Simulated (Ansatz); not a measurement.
Energy profile

The step: BH₂ClO ([OH][BH][Cl]) → BHO ([BH][O]) + HCl; bonds formed: Cl2–H4; bonds broken: B1–Cl2, O3–H4 (atoms numbered as in the saddle structure below).

```tsv
atom	x (Å)	y (Å)	z (Å)
B1	-0.3518	-0.0194	-0.5699
Cl2	0.9851	0.8423	1.0671
O3	-0.4486	-1.1207	0.0080
H4	0.3473	-0.4896	0.9038
H5	-0.5319	0.7874	-1.4091
```

Electronic energies by CCSD(T) at an estimated basis limit (MP2 extrapolated from triple and quadruple zeta, plus CCSD(T) − MP2 in triple zeta), on PBE0-D4/def2-TZVP structures; BH₂ClO, closed shell; no counterpoise correction. Computed with Ansatz 0.2.0 (basis: def2-TZVPP and def2-QZVPP); correlated methods freeze the cores. Extrapolation: Hartree–Fock as exp(−7.88 √X), correlation as X^−2.97.

Question: Give the profile in kcal/mol, counted from the start structure. (Judge from chemistry; the value comes from the calculation.)

Answer: The calculation gives:
```
                                                                           point  kcal/mol
                                                                 start structure      0.00
                                                                          saddle     51.29
                                                                   end structure     29.19
separated: BHO (linked as [BH][O]; B1, O3, H5; singlet) + HCl (Cl2, H4; singlet)     33.98
```

The T1 diagnostic stays at or below 0.020.

For scale, one of the runs: CCSD(T)/def2-TZVPP, 132 basis functions, launched by `ansatz run in.yaml --threads 2 --pin off --events-out ev --progress --plain --max-ram 4352MiB`. The run took 8.5 s on 2 CPU threads of an Arm Neoverse V1 (shared host), with 0.66 GiB of host memory at its peak.
